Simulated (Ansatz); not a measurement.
# BNH+ (triplet): the correlation ladder, def2-TZVPP

The task here is to estimate one member of a computed series from the others.

Program: Ansatz 0.2.0, Gaussian basis. Level of theory: def2-TZVPP, core rule «outside noble gas», up to 2 orbitals frozen. These are calculated values, not measurements.

Plan: UHF; ROHF; CCSD(T) on UHF.

### What is computed

The geometry is a PBE0/def2-TZVP stationary point (not a proven minimum) of the parent state, kept for this charge and spin.

3 atoms, charge 1, spin multiplicity 3.

Atoms are counted from 1 here; the program's logs count them from 0.

Bond lengths: B1–N2 1.465 Å, N2–H3 1.030 Å. Angles: B1–N2–H3 111.7°.

The first run:

in.yaml

```yaml
crystal:
  periodic: [false, false, false]
  atoms:
    - {symbol: B, position_ang: [0.000000, 0.079752, 0.863775]}
    - {symbol: N, position_ang: [0.000000, -0.117617, -0.587927]}
    - {symbol: H, position_ang: [0.000000, 0.779045, -1.094669]}
basis:
  gaussian: {orbitals: def2-TZVPP}
total_charge: 1
magnetization: {spin_polarized: true, initial_magnetization: 2}
hamiltonian: {xc: hf}
output: {orbitals: {seedname: orbitals}}
```

Launch:

```console
$ ansatz run in.yaml --threads 1 --pin off --events-out ev --progress --plain --max-ram 4096MiB --backend cpu
```

Steps of the session up to this table: UHF; ROHF; CCSD(T) on UHF.

One of the session's tables, all rows but one given; the rest of the session is left out.

```
  method  from UCCSD(T) (meV)
    ROHF              +6552.3
     UHF                    ?
    UMP2               +842.7
   UCCSD               +278.6
UCCSD(T)                    0
```

**Question.** Estimate the row for UHF.

As computed: from UCCSD(T) (meV): +6418.7. In the column «from UCCSD(T) (meV)» it lies between UMP2 (+842.7) and ROHF (+6552.3).
